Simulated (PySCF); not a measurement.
Species, as SMILES: C#N (CH-N).
Geometry (B3LYP-D3(BJ)/def2-TZVP, fixed):
```xyz
3

C      0.0000     0.0000    -0.4969
N      0.0000     0.0000     0.6493
H      0.0000     0.0000    -1.5636
```
Charge 0, spin multiplicity 1.

How fast the lowest singlet excitation energy converges with the basis for several methods (PySCF): deviation from each method's own reference, in eV. References: CAM-B3LYP 7.747 eV, the value in d-aug-cc-pVTZ; PBE 8.025 eV, the value in d-aug-cc-pVTZ; PBE0 7.872 eV, the value in d-aug-cc-pVTZ. All functions are spherical. Density fitting with generated auxiliary sets. No added dispersion term, no relativity. Tamm-Dancoff approximation, the state taken by its order.

| basis | functions | CAM-B3LYP | PBE | PBE0 |
|---|---|---|---|---|
| cc-pVDZ | 33 | 0.259 | 0.357 | 0.264 |
| aug-cc-pVDZ | 55 | 0.013 | 0.018 | 0.016 |
| aug-pcseg-1 | 55 | 0.040 | 0.047 | 0.050 |
| def2-TZVP | 68 | 0.089 | 0.153 | 0.096 |
| d-aug-cc-pVDZ | 77 | 0.008 | 0.010 | 0.012 |
| 6-311++G(3df,3pd) | 96 | 0.008 | 0.019 | 0.009 |
| aug-pcseg-2 | 115 | 0.003 | 0.004 | 0.003 |
| aug-cc-pVTZ | 115 | 0.001 | 0.004 | 0.001 |

Mean absolute deviation over def2-TZVP, 6-311++G(3df,3pd), aug-pcseg-2, aug-cc-pVTZ: CAM-B3LYP 0.025, PBE0 0.027, PBE 0.045 eV.
